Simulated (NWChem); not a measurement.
# water (H$_{2}$O); SMILES O

```xyz
3

O      0.0000     0.0000     0.1432
H      0.7577     0.0000    -0.4699
H     -0.7577     0.0000    -0.4699
```
Atoms are numbered in this order, from 1.

Program: NWChem. The geometry was optimised at PBE-D3(BJ)/def2-SVP. Level: B3LYP/def2-SVP with SMD (1 M gas to 1 M solution), gas-phase geometry.

For solvent chlorobenzene:

| Property | Value |
|---|---|
| solvation free energy (kcal/mol) | -3.6 |
| cavity-dispersion-structure term (kcal/mol) | -0.7 |
| dipole in solution (D) | 2.16 |

**Question.** How do the values read with solvent 2-propanol instead?

**Answer.** 
- solvation free energy (kcal/mol): -7.0
- cavity-dispersion-structure term (kcal/mol): 0.4
- dipole in solution (D): 2.34
